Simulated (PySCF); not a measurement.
Gas-phase reaction: Al(CH₃)₃ + CH₂ → AlCH₃ + C₃H₈

Computed with PySCF and rigid-rotor harmonic-oscillator thermochemistry at 1 bar. † marks an energy on the PBE0/def2-TZVP geometry and frequencies; other levels use their own. 6-31G* has spherical d functions here. Open shells (unrestricted): CH₂ (multiplicity 3); the rest are closed-shell singlets. B3LYP is the form with VWN-RPA correlation. AlCH₃: computed as isolated molecules; such fragments, hydroxides, amides, oligomers or adducts are transient or little studied in the gas.

M06-2X/def2-TZVP† gives ΔH°(298 K) = -247 kJ.

Question: What do B3LYP/6-31G*, ωB97M-V/def2-TZVP†, PBE/def2-SVP give?

Answer: B3LYP/6-31G*: -283 kJ; ωB97M-V/def2-TZVP†: -258 kJ; PBE/def2-SVP: -276 kJ. For scale, ΔH°(298 K) is -247 kJ at this level, -258 kJ at ωB97M-V/def2-TZVP†, and runs from -314 to -140 kJ over the 18 levels computed.
